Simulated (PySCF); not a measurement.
Isomers of C3H11P3, from PBE0-D3(BJ)/def2-SVP geometry optimisation, gas phase in PySCF 2.14.0. One conformer each, no zero-point energy, no frequencies.

Question: Which isomer lies lower at this level?
A. `[CH3:1][P:2]([PH2:3])[CH2:4][CH2:5][PH2:6]` with C1–P2–P3–H 175° and 83°, C1–P2–C4–C5 -76°, P2–C4–C5–P6 -177°, C4–C5–P6–H 47° and -47°: A = 3623, B = 699.4, C = 633.0 MHz, dipole 0.74 D
B. `[CH3:1][P:2]([CH2:3][PH2:4])[CH2:5][PH2:6]` with C1–P2–C3–P4 73°, P2–C3–P4–H -56° and 38°, C1–P2–C5–P6 -72°, P2–C5–P6–H -164° and -70°: A = 5191, B = 707.7, C = 662.2 MHz, dipole 1.25 D

Answer: A. That is `CP(P)CCP`, 5.3 kcal/mol below the other.

```json
{"SMILES": "CP(P)CCP", "mapped SMILES": "[CH3:1][P:2]([PH2:3])[CH2:4][CH2:5][PH2:6]", "E (Eh)": "-1144.06275", "relative (kcal/mol)": "0.0", "relative (kJ/mol)": "0.0", "dipole (D)": "0.74"}
{"SMILES": "CP(CP)CP", "mapped SMILES": "[CH3:1][P:2]([CH2:3][PH2:4])[CH2:5][PH2:6]", "E (Eh)": "-1144.05424", "relative (kcal/mol)": "5.3", "relative (kJ/mol)": "22.3", "dipole (D)": "1.25"}
```
